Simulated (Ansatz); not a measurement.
Ansatz (a first-principles code) input (B3LYP/LANL2DZ): The .json file is the Basis Set Exchange's LANL2DZ.

Ansatz 0.2 input:
```yaml
crystal:
  periodic: [false, false, false]
  atoms:
    - {symbol: O, position_ang: [0.00698159, -0.00938093, 1.15639185]}
    - {symbol: C, position_ang: [0.01002135, 1.09121187, 0.35485194]}
    - {symbol: C, position_ang: [-0.00584318, -1.09682594, 0.33719784]}
    - {symbol: C, position_ang: [-0.00057460, 0.72400222, -0.94957313]}
    - {symbol: C, position_ang: [-0.01096108, -0.70850213, -0.96113124]}
    - {symbol: H, position_ang: [0.01993172, 2.04136423, 0.85814072]}
    - {symbol: H, position_ang: [-0.00976940, -2.05501900, 0.82508919]}
    - {symbol: H, position_ang: [-0.00100663, 1.38402074, -1.80017025]}
    - {symbol: H, position_ang: [-0.02086345, -1.35463467, -1.82226699]}
basis:
  gaussian:
    orbitals: LANL2DZ.json
hamiltonian:
  xc: {name: B3LYP}
relax: {f_tol: 0.003, max_steps: 120}
```

Output:

```
WARN ansatz: RAYON_NUM_THREADS=1 ignored (pool sized by the plan → 1); use --threads N
Functional definition: B3LYP
integrals: 0.02 GiB planned
809 factors; integrals over basis functions are off by at most 3.2e-4 eV
mean field: 0.17 GiB planned
mean field evaluation 1: about -6252.7417 eV, gradient 4.3e1 eV
mean field evaluation 2: about -6251.6880 eV, gradient 4.8e1 eV
mean field evaluation 4: about -6258.1313 eV, gradient 3.2e0 eV
mean field evaluation 8: about -6258.1378 eV, gradient 1.2e-1 eV
mean field evaluation 16: about -6258.1378 eV, gradient 4.2e-6 eV
mean field -6258.13784818 eV, -229.9823240023 hartree, gradient 4.2e-6 eV, S^2 0.000000; 0 other end points of the search recorded, 0 dependent functions left out
the calculation of the forces begins
reference -6258.13804718 eV, -229.9823313157 hartree; 18, 18 occupied and 35, 35 virtual orbitals, 809 factors
relax step   1: F+E_penalty+E_count = -6258.13784818 eV  Δ(F+E_penalty+E_count) = +0.000e0 eV  max|allowed force component| = 1.704e0 eV/Å  Δτ_max = 0.0000 Å  (26 SCF iters, accepted)
these checks for a lower state are left out or cut short: starts, cluster_reference, orbital_swaps, neighbouring_geometries, increment
integrals: 0.02 GiB planned
809 factors; integrals over basis functions are off by at most 3.2e-4 eV
mean field: 0.17 GiB planned
mean field -6258.21465237 eV, -229.9851465044 hartree, gradient 1.9e-5 eV, S^2 0.000000; 0 other end points of the search recorded, 0 dependent functions left out
the calculation of the forces begins
reference -6258.21485235 eV, -229.9851538534 hartree; 18, 18 occupied and 35, 35 virtual orbitals, 809 factors
relax step   2: F+E_penalty+E_count = -6258.21465237 eV  Δ(F+E_penalty+E_count) = -7.680e-2 eV  max|allowed force component| = 7.286e-1 eV/Å  Δτ_max = 0.0213 Å  (30 SCF iters, accepted)
these checks for a lower state are left out or cut short: starts, cluster_reference, orbital_swaps, neighbouring_geometries, increment
integrals: 0.02 GiB planned
809 factors; integrals over basis functions are off by at most 3.2e-4 eV
mean field: 0.17 GiB planned
mean field evaluation 32: about -6258.2270 eV, gradient 2.1e-5 eV
mean field -6258.22696640 eV, -229.9855990366 hartree, gradient 2.1e-5 eV, S^2 0.000000; 0 other end points of the search recorded, 0 dependent functions left out
the calculation of the forces begins
reference -6258.22716702 eV, -229.9856064093 hartree; 18, 18 occupied and 35, 35 virtual orbitals, 809 factors
relax step   3: F+E_penalty+E_count = -6258.22696640 eV  Δ(F+E_penalty+E_count) = -1.231e-2 eV  max|allowed force component| = 1.485e-1 eV/Å  Δτ_max = 0.0120 Å  (31 SCF iters, accepted)
these checks for a lower state are left out or cut short: starts, cluster_reference, orbital_swaps, neighbouring_geometries, increment
integrals: 0.02 GiB planned
809 factors; integrals over basis functions are off by at most 3.2e-4 eV
mean field: 0.17 GiB planned
mean field -6258.22746927 eV, -229.9856175167 hartree, gradient 1.7e-5 eV, S^2 0.000000; 0 other end points of the search recorded, 0 dependent functions left out
the calculation of the forces begins
reference -6258.22767002 eV, -229.9856248942 hartree; 18, 18 occupied and 35, 35 virtual orbitals, 809 factors
relax step   4: F+E_penalty+E_count = -6258.22746927 eV  Δ(F+E_penalty+E_count) = -5.029e-4 eV  max|allowed force component| = 5.306e-2 eV/Å  Δτ_max = 0.0022 Å  (24 SCF iters, accepted)
these checks for a lower state are left out or cut short: starts, cluster_reference, orbital_swaps, neighbouring_geometries, increment
integrals: 0.02 GiB planned
809 factors; integrals over basis functions are off by at most 3.2e-4 eV
mean field: 0.17 GiB planned
mean field -6258.22754396 eV, -229.9856202614 hartree, gradient 8.9e-5 eV, S^2 0.000000; 0 other end points of the search recorded, 0 dependent functions left out
the calculation of the forces begins
reference -6258.22774477 eV, -229.9856276411 hartree; 18, 18 occupied and 35, 35 virtual orbitals, 809 factors
relax step   5: F+E_penalty+E_count = -6258.22754396 eV  Δ(F+E_penalty+E_count) = -7.469e-5 eV  max|allowed force component| = 2.601e-2 eV/Å  Δτ_max = 0.0030 Å  (20 SCF iters, accepted)
these checks for a lower state are left out or cut short: starts, cluster_reference, orbital_swaps, neighbouring_geometries, increment
integrals: 0.02 GiB planned
809 factors; integrals over basis functions are off by at most 3.2e-4 eV
mean field: 0.17 GiB planned
mean field -6258.22756002 eV, -229.9856208518 hartree, gradient 2.6e-5 eV, S^2 0.000000; 0 other end points of the search recorded, 0 dependent functions left out
the calculation of the forces begins
reference -6258.22776083 eV, -229.9856282315 hartree; 18, 18 occupied and 35, 35 virtual orbitals, 809 factors
relax step   6: F+E_penalty+E_count = -6258.22756002 eV  Δ(F+E_penalty+E_count) = -1.607e-5 eV  max|allowed force component| = 1.116e-2 eV/Å  Δτ_max = 0.0008 Å  (19 SCF iters, accepted)
these checks for a lower state are left out or cut short: starts, cluster_reference, orbital_swaps, neighbouring_geometries, increment
integrals: 0.02 GiB planned
809 factors; integrals over basis functions are off by at most 3.2e-4 eV
mean field: 0.17 GiB planned
mean field -6258.22756705 eV, -229.9856211102 hartree, gradient 1.3e-5 eV, S^2 0.000000; 0 other end points of the search recorded, 0 dependent functions left out
the calculation of the forces begins
reference -6258.22776786 eV, -229.9856284897 hartree; 18, 18 occupied and 35, 35 virtual orbitals, 809 factors
relax step   7: F+E_penalty+E_count = -6258.22756705 eV  Δ(F+E_penalty+E_count) = -7.030e-6 eV  max|allowed force component| = 1.384e-3 eV/Å  Δτ_max = 0.0006 Å  (20 SCF iters, accepted)
integrals: 0.02 GiB planned
809 factors; integrals over basis functions are off by at most 3.2e-4 eV
mean field: 0.17 GiB planned
mean field evaluation 64: about -6258.2275 eV, gradient 1.2e-1 eV
mean field -6258.22756705 eV, -229.9856211102 hartree, gradient 1.3e-5 eV, S^2 0.000000; 1 other end points of the search recorded, 0 dependent functions left out
the calculation of the forces begins
reference -6258.22776786 eV, -229.9856284897 hartree; 18, 18 occupied and 35, 35 virtual orbitals, 809 factors
Total energy: -6258.22776786 eV, -229.9856284897 hartree
Atom 0 at     0.007155    -0.009614     1.185180 Å, force     0.000008    -0.000011     0.001384 eV/Å
Atom 1 at     0.010263     1.119907     0.360528 Å, force    -0.000009    -0.000551    -0.000830 eV/Å
Atom 2 at    -0.006019    -1.125609     0.342410 Å, force    -0.000001     0.000564    -0.000821 eV/Å
Atom 3 at    -0.000570     0.732978    -0.959470 Å, force    -0.000001    -0.000787     0.000796 eV/Å
Atom 4 at    -0.011086    -0.717316    -0.971172 Å, force     0.000011     0.000774     0.000808 eV/Å
Atom 5 at     0.020202     2.071565     0.866793 Å, force    -0.000002    -0.000366     0.000024 eV/Å
Atom 6 at    -0.009938    -2.085357     0.833253 Å, force     0.000003     0.000366     0.000030 eV/Å
Atom 7 at    -0.001090     1.387903    -1.818417 Å, force     0.000003     0.001028    -0.000688 eV/Å
Atom 8 at    -0.021001    -1.358221    -1.840574 Å, force    -0.000012    -0.001016    -0.000704 eV/Å
Dipole moment:    -0.001435     0.001929    -0.237734 e Å
```
